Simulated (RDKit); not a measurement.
Job for RDKit: MMFF94 on C6H9N (a complex).

```python
from rdkit import Chem
from rdkit.Chem import AllChem, rdDetermineBonds

blocks = [
'''12

C    -0.73928100    0.51587850   -1.20710790
C    -1.42614420    0.39654550    0.00000000
C    -0.73928100    0.51587850    1.20710790
C     0.63422690    0.75463980    1.20707350
C     1.32104340    0.87375660    0.00000000
C     0.63422690    0.75463980   -1.20707350
H    -1.27194950    0.42063160   -2.14328940
H    -2.49022050    0.20523810    0.00000000
H    -1.27194950    0.42063160    2.14328940
H     1.16680050    0.84748850    2.14369500
H     2.38635850    1.05963120    0.00000000
H     1.16680050    0.84748850   -2.14369500
''',
'''4

N     0.18039300   -2.94912310    0.00000000
H     0.75954950   -3.14594770   -0.80607290
H     0.75954950   -3.14594770    0.80607290
H     0.04441670   -1.94493990    0.00000000
''',
]
mol = None
for b in blocks:
    f = Chem.MolFromXYZBlock(b)
    rdDetermineBonds.DetermineBonds(f, charge=0)
    mol = f if mol is None else Chem.CombineMols(mol, f)
Chem.SanitizeMol(mol)
print(Chem.MolToSmiles(Chem.RemoveHs(mol)))
ff = AllChem.MMFFGetMoleculeForceField(mol, AllChem.MMFFGetMoleculeProperties(mol), nonBondedThresh=100.0, ignoreInterfragInteractions=False)
e = ff.CalcEnergy()
print(f'MMFF94 energy {e:.6f} kcal/mol')
```

Program output:

```
N.c1ccccc1
MMFF94 energy 14.190972 kcal/mol
```

The run finished.

Cost: roughly 0.05 core-seconds.
